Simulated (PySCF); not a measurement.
An unknown shows these calculated signals:

$^{1}$H NMR (300 MHz, computed): δ 3.49 (dd, J = 15.6, 1.2 Hz, 1H), 3.37 (dd, J = 10.9, 1.2 Hz, 1H), 1.96 (d, J = 8.6 Hz, 3H).

$^{13}$C{$^{1}$H} NMR (computed): δ 153.8 (C, d, J = 521.9 Hz), 132.0 (C, d, J = 1.5 Hz), 116.3 (C, d, J = 26.3 Hz), 56.9 (CH2, d, J = 4.5 Hz), 9.0 (CH3).

How the numbers were obtained: PBE0-D3(BJ)/def2-SVP structure, J couplings at B3LYP/pcJ-1 (spin–dipole term only in couplings to heteroatoms), σ from GIAO-B97-2/pcSseg-2, in PySCF 2.14 (rapidly exchanging positions averaged, relativity neglected, a single conformation, no solvent).

Chemical shifts δ = σref − σ; TMS for $^{1}$H and $^{13}$C, all at this level.

Q: Which of these does the molecule contain: a three-membered ring, a non-aromatic C=C double bond, a benzene ring, an OH group, an N-methyl group?

A: 
- A three-membered ring: yes.
- A non-aromatic C=C double bond: yes.
- A benzene ring: no.
- An OH group: no.
- An N-methyl group: no.

The data belong to SMILES C=C1C(C)=C1F, C$_{5}$H$_{5}$F; they needn't prove each group on their own.

Carbon signals by region: 3 in the sp2 and nitrile region (100–160 ppm), 1 at 50–100 ppm, 1 below 50 ppm.

Common functionals overestimate the size of one-bond C–F couplings by tens of Hz; these are unscaled. Splittings below 1 Hz are ignored in the labels, and close J values are merged. Shifts are as computed. Against solution values, carbons near 30 ppm lie about +4 ppm off and those near 130 ppm about +7 ppm. Of 1211 compounds with measured shifts, 218 miss one by over three times the rms of a fit or turn the order of signals round; such compounds aren't used in these exercises.
